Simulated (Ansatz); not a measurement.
Geometry optimisation, UKS B3LYP/6-31G in Ansatz.

input.yaml

```yaml
crystal:
  periodic: [false, false, false]
  atoms:
    - { symbol: C, position_ang: [1.06708, -2.81502, 1.23226] }
    - { symbol: Si, position_ang: [0.48234, -1.27921, 0.55893] }
    - { symbol: Si, position_ang: [-0.30217, 0.79965, -0.34983] }
    - { symbol: H, position_ang: [-1.50033, 0.41297, -1.11076] }
    - { symbol: H, position_ang: [0.82337, 1.26541, -1.17362] }
    - { symbol: H, position_ang: [-0.57028, 1.6162, 0.84302] }
total_charge: 1
magnetization:
  spin_polarized: true
basis:
  gaussian: { orbitals: "6-31G" }
hamiltonian:
  xc: b3lyp
relax:
  f_tol: 0.02
  max_steps: 40
```

Launched with:

```bash
$ ansatz run input.yaml --threads 1 --pin off --max-ram 2048MiB --backend cpu --events-out ev --progress --plain --runs-dir out
```

Problem. Where does it end, and by what steps?

Solution. The forces met the threshold. The force dipped under the threshold on the way, but the program's further checks kept it going. Limits of this set-up: no polarisation functions, the dipole of an ion depends on the origin. After 12 steps the energy has fallen by 0.230 eV; Si2 moved furthest, 0.48 Å.

```json
{"step": "0", "energy less start (eV)": "0.0000", "largest force component (eV/Å)": "2.416", "accepted": "yes"}
{"step": "1", "energy less start (eV)": "-0.1468", "largest force component (eV/Å)": "1.081", "accepted": "yes"}
{"step": "2", "energy less start (eV)": "-0.1873", "largest force component (eV/Å)": "0.159", "accepted": "yes"}
{"step": "3", "energy less start (eV)": "-0.1843", "largest force component (eV/Å)": "0.221", "accepted": "no"}
{"step": "4", "energy less start (eV)": "-0.1891", "largest force component (eV/Å)": "0.019", "accepted": "yes"}
{"step": "5", "energy less start (eV)": "-0.1907", "largest force component (eV/Å)": "0.122", "accepted": "yes"}
{"step": "6", "energy less start (eV)": "-0.2031", "largest force component (eV/Å)": "0.287", "accepted": "yes"}
{"step": "7", "energy less start (eV)": "-0.1830", "largest force component (eV/Å)": "0.726", "accepted": "no"}
{"step": "8", "energy less start (eV)": "-0.2162", "largest force component (eV/Å)": "0.234", "accepted": "yes"}
{"step": "9", "energy less start (eV)": "-0.2249", "largest force component (eV/Å)": "0.123", "accepted": "yes"}
{"step": "10", "energy less start (eV)": "-0.2256", "largest force component (eV/Å)": "0.096", "accepted": "yes"}
{"step": "11", "energy less start (eV)": "-0.2273", "largest force component (eV/Å)": "0.178", "accepted": "yes"}
{"step": "12", "energy less start (eV)": "-0.2300", "largest force component (eV/Å)": "0.016", "accepted": "yes"}
```

```xyz
6
Properties=species:S:1:pos:R:3
C 1.379 -2.536 1.316
Si 0.089 -1.522 0.430
Si -0.330 0.804 -0.366
H -1.560 0.632 -1.187
H 0.925 1.091 -1.118
H -0.502 1.531 0.924
```

Run time: 3.9 min on 1 CPU thread of a shared host.
